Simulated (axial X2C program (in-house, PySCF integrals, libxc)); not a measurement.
**Linear SiOH at several levels**

The task here is to estimate one member of a computed series from the others.

Program: an in-house X2C program for linear molecules on PySCF integrals. Level of theory: all-electron X2C, two-component (2c) or spin-free, Si dyall-v3z, O dyall-av3z, H dyall-v3z. These are calculated values, not measurements.

All values are calculated.

2 further runs of the same task are left out: 2 set aside as unsound or not needed.

The first run:

Input file task.json:

```json
{"zs": [14, 8, 1], "q": 0, "bas": ["dyall-v3z", "dyall-av3z", "dyall-v3z"], "r0": [1.79, 0.96], "symm": 0, "scan": ["PBE0", "HF", "BHandHLYP"], "levels": ["PBE0", "HF", "TPSSh"], "nst": 2}
```

Keys: zs atomic numbers; q charge; bas basis sets; r0 starting distance in Å; symm equal bonds; scan levels of the two-bond scan (MP2 follows by itself at each HF point); levels methods; nst determinants followed.

Launch:

```bash
$ python solin.py task.json out
```

Masses Si 27.977, O 15.995, H 1.008 u.

Steps of the session up to this table: Scan at PBE0, 2c; Scan at HF, 2c; Scan at BHandHLYP, 2c.

One of the session's tables, all rows but one given; the rest of the session is left out.

```
               level  r(Si–O) (Å)  r(O–H) (Å)  lower stretch (cm⁻¹)  upper stretch (cm⁻¹)
            PBE0, 2c        1.624       0.949                 913.5                4040.1
              HF, 2c        1.605       0.932                 950.3                4283.4
       BHandHLYP, 2c        1.614       0.941                 929.5                4137.0
             MP2, 2c        1.632       0.952                 902.6                4009.9
     PBE0, spin-free        1.624       0.949                 913.6                4040.0
       HF, spin-free        1.605       0.932                 950.4                4283.5
BHandHLYP, spin-free            ?           ?                     ?                     ?
      MP2, spin-free        1.632       0.952                 902.8                4009.8
```

Q: Estimate the row for BHandHLYP, spin-free from the others.

As computed: r(Si–O) (Å): 1.614; r(O–H) (Å): 0.941; lower stretch (cm⁻¹): 929.6; upper stretch (cm⁻¹): 4136.9.

Scans not shown above were run alike.

MP2 freezes inner shells (threshold -2 hartree). The molecule was held linear; bending was not examined, so a bent shape may lie lower. Note: functional without a current term on a determinant with orbital currents, of the molecule or an atom.
